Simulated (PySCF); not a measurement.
CHO, SMILES O=[CH], multiplicity 2. Atoms are numbered in the order given.

```xyz
3

C     -0.1728    -0.5577     0.0000
O      0.0536     0.5890     0.0000
H      0.6079    -1.3663     0.0000
```
Charge 0, spin multiplicity 2.

The structure is a stationary point at PBE0-D3(BJ)/def2-TZVPD. The isomer is the one that the SMILES or the coordinates give; other isomers of the formula were not compared.

Computed with M06-2X/def2-TZVPD (PySCF).

Computed frontier levels, dipole moment and polarisability:
| Property | Result |
|---|---|
| α spin, highest occupied and lowest empty level | -7.63 and -0.18 eV |
| β spin, highest occupied and lowest empty level | -12.77 and -1.26 eV |
| dipole moment | 0.358 e·Å |
| quadrupole, principal values (traceless, Buckingham form, about the centre of nuclear charge) | -2.10, 0.50, 1.60 D·Å |
| mean static polarisability | 17.0 bohr³ (2.52 Å³) |
| polarisability, principal values | 13.0, 16.8, 21.2 bohr³ |
| ⟨S²⟩ | 0.754 (pure state 0.75) |
